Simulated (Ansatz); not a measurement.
System (SMILES): [H][H] (H2).
Atoms: H1, H2. Bonds: H1-H2.

Basis-set convergence of the optimised H1-H2 bond length at PBE with Ansatz (a first-principles code). All functions are spherical. The program fits the integrals of some runs and decomposes those of others, by size. No added dispersion term, no relativity. Reference: the value in aug-cc-pV5Z, 0.7500 Å. Deviations are taken from unrounded values.

```tsv
basis	functions	optimised H1-H2 bond length (Å)	minus reference (Å)
6-31G*	4	0.7505	0.0004
pcseg-0	4	0.7613	0.0113
6-31G**	10	0.7501	0.0000
aug-cc-pVDZ	18	0.7682	0.0182
aug-pcseg-1	18	0.7631	0.0131
def2-TZVPD	18	0.7517	0.0016
6-311++G(2d,2p)	20	0.7508	0.0007
6-311++G(3df,3pd)	36	0.7509	0.0008
aug-cc-pVTZ	46	0.7509	0.0009
aug-pcseg-2	46	0.7514	0.0013
def2-QZVPP	60	0.7501	0.0000
def2-QZVPPD	66	0.7501	0.0000
aug-cc-pV5Z	160	0.7500	0.0000
```

The smallest set listed that lies within 0.01 Å of the reference with all its larger relatives (same family, alike in diffuse functions; a set with none counts only in the reference's own line) is 6-31G* (4 functions, 0.0004 Å off). Inside, with no larger relative to test it: def2-QZVPP. (Relatives not listed, tested too: 6-311G** 0.0018, def2-TZVPPD 0.0007, aug-cc-pVQZ 0.0002, aug-pcseg-3 0.0001 Å.)
